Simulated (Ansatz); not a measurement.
A run of Ansatz (development build ahead of 0.2.0) on singlet C3H3(+) at this shape:

| atom | x (Å) | y (Å) | z (Å) |
| --- | --- | --- | --- |
| C | 0.7875 | 0.0000 | 0.0000 |
| C | -0.3937 | 0.6820 | 0.0000 |
| C | -0.3937 | -0.6820 | 0.0000 |
| H | 1.8815 | 0.0000 | 0.0000 |
| H | -0.9407 | 1.6294 | 0.0000 |
| H | -0.9407 | -1.6294 | 0.0000 |

Its results:

* Converged: yes
* Reference energy: -115.04510 hartree
* Correlation energy: -0.42219 hartree
* Total energy: -115.46729 hartree
* Spin squared of the determinant: 0.000

Q: Which input gives this output? Name the method, the orbitals and the basis set, and write the input.

A: RHF-MP2 in cc-pVTZ. An unrestricted run that stays on the closed shell gives the same numbers.

```yaml
crystal:
  periodic: [false, false, false]
  atoms:
    - { symbol: C, position_ang: [0.78746, 0.0, 0.0] }
    - { symbol: C, position_ang: [-0.39373, 0.68196, 0.0] }
    - { symbol: C, position_ang: [-0.39373, -0.68196, 0.0] }
    - { symbol: H, position_ang: [1.88148, 0.0, 0.0] }
    - { symbol: H, position_ang: [-0.94074, 1.62941, 0.0] }
    - { symbol: H, position_ang: [-0.94074, -1.62941, 0.0] }
basis:
  gaussian: { orbitals: cc-pVTZ }
total_charge: 1
hamiltonian:
  xc: hf
correlation:
  method: mp2
  frozen_orbitals: { C: 1, H: 0 }
```
